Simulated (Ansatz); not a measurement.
`C=C(C)C=S`. The species carries charge 0 and has multiplicity 1.

```
atom   x (Å)   y (Å)   z (Å)
  C1  -0.052  -1.471   0.282
  C2   0.028  -0.145   0.099
  C3  -0.459   0.539  -1.133
  C4   0.621   0.642   1.166
  S5   0.823   2.247   1.170
  H6  -0.481  -2.126  -0.467
  H7   0.314  -1.931   1.194
  H8  -0.877  -0.179  -1.840
  H9  -1.220   1.281  -0.884
 H10   0.354   1.086  -1.615
 H11   0.948   0.056   2.028
```

(1) What are the harmonic wavenumbers in cm⁻¹ at PBE0-D4/def2-TZVP (Ansatz, finite differences of forces, unscaled)? (Estimate.)

(2) Is this a minimum?

(3) Give the ideal-gas thermochemistry at 298.15 K and 1 bar (rigid rotor, harmonic oscillator; point group Cs, symmetry number 1).

(4) Rotational constants (cm⁻¹)?

## Answers

(1) Computed: 140, 172, 234, 404, 463, 510, 692, 826, 908, 971, 974, 1028, 1064, 1127, 1329, 1370, 1408, 1442, 1460, 1482, 1681, 3059, 3095, 3123, 3151, 3158, 3249.

(2) Yes, all 27 modes are real.

(3) Zero-point energy 230.4 kJ/mol; H(298) − E = 248.2 kJ/mol; entropy 319.0 J/(mol·K), of which translation 164.4, rotation 110.3, vibration 44.2; G(298) − E = 153.1 kJ/mol.

(4) 0.2905, 0.08587, 0.06709.
